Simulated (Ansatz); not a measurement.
# CH2 (singlet): wave-function methods side by side at distance C1–H2 = 2.015 Å, cc-pVDZ

How much of the correlation energy of CH2 (singlet) does each wave-function method recover here?

Computed with Ansatz 0.2.0, Gaussian basis. Level: cc-pVDZ, core rule «outside noble gas», up to 1 orbitals frozen.

The runs, in order: UHF; CCSD(T) on RHF; CCSD(T) on UHF; BCCD(T) on RHF; CISD; CCSDT(Q) on RHF; CCSDT(Q) on UHF; CCSDTQ on RHF; CASSCF and MRCISD+Q, 2 electrons in 2 orbitals; CASSCF and NEVPT2, 2 electrons in 2 orbitals; CASSCF and MRCISD+Q, 6 electrons in 6 orbitals; CASSCF and MRCISD+Q(relaxed), 6 electrons in 6 orbitals; CASSCF and NEVPT2, 6 electrons in 6 orbitals; Full CI.

21 further runs of the same task are left out: 15 that didn't finish, 6 set aside as unsound or not needed.

### Step 1. The geometry

The geometry derives from a PBE0/def2-TZVP stationary point (not a proven minimum). One bond is set to the value named and the two fragments are kept rigid.

3 atoms, charge 0, spin multiplicity 1.

Atoms are counted from 1 here; the program's logs count them from 0.

Bond lengths: C1–H3 1.113 Å.

As a file:

| atom | x (Å) | y (Å) | z (Å) |
| --- | --- | --- | --- |
| C1 | 0.0000 | -0.1421 | 0.0503 |
| H2 | 0.0000 | 1.1316 | -1.5112 |
| H3 | 0.0000 | 0.5611 | 0.9123 |

### Step 2. UHF

Contents of in.yaml:

```yaml
crystal:
  periodic: [false, false, false]
  atoms:
    - {symbol: C, position_ang: [0.000000, -0.142054, 0.050254]}
    - {symbol: H, position_ang: [0.000000, 1.131581, -1.511181]}
    - {symbol: H, position_ang: [0.000000, 0.561140, 0.912347]}
basis:
  gaussian: {orbitals: cc-pVDZ}
magnetization: {spin_polarized: true, initial_magnetization: 0}
hamiltonian: {xc: hf}
output: {orbitals: {seedname: orbitals}}
```

Command:

```sh
$ ansatz run in.yaml --threads 1 --pin off --events-out ev --progress --plain --max-ram 2393MiB
```

Further steps of the session: CCSD(T) on RHF; CCSD(T) on UHF; BCCD(T) on RHF; CISD; CCSDT(Q) on RHF; CCSDT(Q) on UHF; CCSDTQ on RHF; CASSCF and MRCISD+Q, 2 electrons in 2 orbitals; CASSCF and NEVPT2, 2 electrons in 2 orbitals; CASSCF and MRCISD+Q, 6 electrons in 6 orbitals; CASSCF and MRCISD+Q(relaxed), 6 electrons in 6 orbitals; CASSCF and NEVPT2, 6 electrons in 6 orbitals; Full CI.

**Question.** What will the summary of the whole plan be? Wanted: FCI below the RHF energy; RMP2 from FCI; UMP2 from FCI; RCCSD from FCI; RCCSD(T) from FCI; UCCSD(T) from FCI; RCCSDT(Q) from FCI; UCCSDT(Q) from FCI; NEVPT2 pair from FCI.

**Answer**, as computed:

| quantity | value |
| --- | --- |
| FCI below the RHF energy | -4.7988 eV |
| RMP2 from FCI | +135.5 kJ/mol |
| UMP2 from FCI | +142.2 kJ/mol |
| RCCSD from FCI | +20.3 kJ/mol |
| RCCSD(T) from FCI | +3.2 kJ/mol |
| UCCSD(T) from FCI | +9.0 kJ/mol |
| RCCSDT(Q) from FCI | +0.1 kJ/mol |
| UCCSDT(Q) from FCI | -0.1 kJ/mol |
| NEVPT2 pair from FCI | +75.3 kJ/mol |
| NEVPT2 valence from FCI | +47.5 kJ/mol |
| MRCISD+Q valence from FCI | +0.2 kJ/mol |
| levels within 1 kcal/mol (43 meV) | RCCSD(T), BCCD(T), RCCSDT, UCCSDT, RCCSDT(Q), UCCSDT(Q), RCCSDTQ, MRCISD+Q valence, MRCISD+Q(relaxed) valence |
| T1 diagnostic | 0.032 |
| effectively unpaired electrons | 0.41 |

What this shows: RCCSD(T) lands +3.2 kJ/mol from the yardstick (0.7 % of the correlation energy). CCSD(T) misses by +3.2 kJ/mol on the restricted determinant and by +9.0 kJ/mol on the unrestricted one; the two need not hold the same state or core. MRCISD+Q(relaxed) valence falls below full CI: the +Q correction isn't variational, and the cores differ from full CI's. The occupations show some static correlation. Of the multireference levels listed MRCISD+Q valence comes nearest in total energy (+0.2 kJ/mol), which doesn't show that its space is the better one. Coupled cluster took another determinant than the lowest Hartree-Fock one. These misses are within one basis, not against nature.
